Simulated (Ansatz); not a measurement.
`COC1=CC1` → `C#COCC`  (isomerisation)

Program: Ansatz. Geometries: PBE0-D4/def2-TZVP. ΔE: electronic, gas phase. CCSD(T)/CBS is the MP2 limit (def2-TZVPP, def2-QZVPP) plus CCSD(T) − MP2 in def2-TZVPP, frozen cores. Functionals use def2-TZVPP. B3LYP here is the variant with VWN-RPA as its local correlation; programs differ in this. Each species was taken in one conformer, which may not be the lowest.

| level | ΔE (kJ/mol) |
| --- | --- |
| PBE-D4 | -32.2 |
| B3LYP-D4 | -52.3 |
| B2PLYP | -55.6 |
| MP2/def2-QZVPP | -52.6 |

(1) What does CCSD(T)/CBS give? (Estimate.)

Largest T1 diagnostic among the species: 0.012.

## Answers

(1) Ansatz gave: -54.5 kJ/mol. The listed levels differ from it by 22.3, 2.2, -1.1, 1.9 kJ/mol.

In def2-TZVPP, CCSD(T) changes the Hartree–Fock value by +14.3 kJ/mol (the triples alone add +1.5 kJ/mol) and MP2 by +15.7 kJ/mol.
